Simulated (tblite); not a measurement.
Compound: C6H10.
Atom-mapped SMILES: `[CH3:1][CH2:2][CH2:3][CH:4]1[CH:5]=[CH:6]1` (hydrogens: H7, H8, H9 on C1; H10, H11 on C2; H12, H13 on C3; H14 on C4; H15 on C5; H16 on C6)

Computed with GFN2-xTB (tblite), gas phase: nudged elastic band of 9 images (0 to 8), spring 0.2 eV/Å², climbing image at the end, force threshold 0.05 eV/Å. No saddle search or frequency run followed, so the top image need not be a first-order saddle, and its height can exceed the method's true barrier by a kcal/mol or more.

The band describes a rotation about C2–C3 (chain CH2 carbon, chain CH2 carbon), followed by the dihedral C1–C2–C3–C4, from the optimised start (-179°) to a second optimised geometry at -68°.

Q: Give the energy profile along the converged band.

A: 
```
image  dihedral (°)  E (kcal/mol)  C2–C3 (Å)  C1···C4 (Å)  largest true force (eV/Å)
    0          -179          0.00      1.529         3.88                       0.01
    1          -167          0.29      1.530         3.87                       0.05
    2          -153          1.02      1.533         3.83                       0.06
    3          -139          1.87      1.537         3.76                       0.05
    4          -125          2.39      1.540         3.67                       0.04
    5          -111          2.30      1.540         3.55                       0.04
    6           -97          1.68      1.537         3.41                       0.04
    7           -83          0.95      1.533         3.26                       0.05
    8           -68          0.54      1.532         3.13                       0.01
```

Barriers of this band. The top is image 4 at -125°: 2.39 kcal/mol forward and 1.85 kcal/mol back; the end lies 0.54 kcal/mol above the start. The central bond is 0.011 Å longer at the top than at the start.

Q: What rate follows at 298 K for crossing this barrier forward?

A: Taking the electronic barrier for the free energy of activation (no zero-point or entropy terms, transmission 1), rate = (kT/h)·exp(−ΔE/kT) ≈ 1 × 10^11 s⁻¹, whose inverse is 9 × 10^-12 s. An error of 1 kcal/mol in the barrier changes this by a factor of 5, and the method and the loose band can each miss by that much or more.

Q: How would the two end points share their population at 298 K, from these energies alone?

A: exp(−ΔE/kT) with ΔE = 0.023 eV gives 0.41 for the higher one (end) against 1 for the lower, without vibrational, rotational or degeneracy terms. GFN2-xTB can put conformers this close in the wrong order.

Q: How long is the path, and how are the images spaced?

A: Cartesian distances between aligned neighbours (all atoms, Å): 0.58, 0.62, 0.63, 0.64, 0.64, 0.65, 0.69, 1.04; the sum is 5.47 Å, and the top lies 45 % of the way along.

What follows is the cost of the whole band run. Cost: about 8 s of CPU time on one thread; the machine was shared, so the figure is rough.
